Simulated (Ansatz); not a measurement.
in.yaml

```yaml
crystal:
  periodic: [false, false, false]
  atoms:
    - {symbol: Al, position_ang: [0.000000, 0.334619, 1.260744]}
    - {symbol: Al, position_ang: [0.000000, -0.309653, -1.293996]}
    - {symbol: H, position_ang: [0.000000, 1.200452, 2.632789]}
    - {symbol: H, position_ang: [0.000000, -1.868774, -1.742677]}
basis:
  gaussian: {orbitals: def2-mTZVP}
correlation: {active_space: {window: {electrons: 2, orbitals: 2}, places: [1, 2]}}
scf: {lower_state_search: light}
```

```sh
$ ansatz run in.yaml --threads 1 --pin off --events-out ev --progress --plain --max-ram 2393MiB
```

(1) One thing in this input was set wrong on purpose, beside settings that are merely unusual. What is the gravest fault, and what does the program do?

Answers

(1) Two definitions of the active space. How the run ends: refused.
```
Error: invalid value for `correlation.active_space`: name one of window, places and ras
```
